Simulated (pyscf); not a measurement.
`[OH][Si]([Cl])([Cl])[Cl]` + `[OH][SiH3]` → `[OH][SiH2][O][Si]([Cl])([Cl])[Cl]` + `[H][H]`, a four-centre exchange (singlet surface; H–O, H–Si broken, O–Si, H–H formed). Optimised with ωB97X-D3(BJ)/def2-SVP in PySCF. Energies in kJ/mol from the separated reactants.

Small-basis levels: PySCF, no dispersion term, spherical d functions. Cost: rough CPU time at the saddle relative to B3LYP/6-31G*, from one job on a shared machine.

```csv
level,barrier,reaction energy,cost
HF/STO-3G,324.7,-73.6,0.06
HF/3-21G,?,-143.7,0.10
SVWN5/6-31G*,78.8,-117.0,1
B3LYP/STO-3G,176.3,-105.1,0.6
M06-2X/6-31G*,147.2,-126.6,3
PBE/def2-SVP,110.4,-91.9,2
B3LYP/def2-SVP,?,-95.0,1
ωB97M-D3(BJ)/def2-TZVP,?,-111.2,–
```

Problem. What belongs in the gaps?

Solution. 
- HF/3-21G, barrier: 195.6
- B3LYP/def2-SVP, barrier: 144.0
- ωB97M-D3(BJ)/def2-TZVP, barrier: 138.4

Against the last row the barrier runs from -59.6 (SVWN5/6-31G*) to +186.3 kJ/mol (HF/STO-3G). ωB97M-D3(BJ)/def2-TZVP has limits of its own. This is the saddle that the search found; another between the same sides may lie lower.
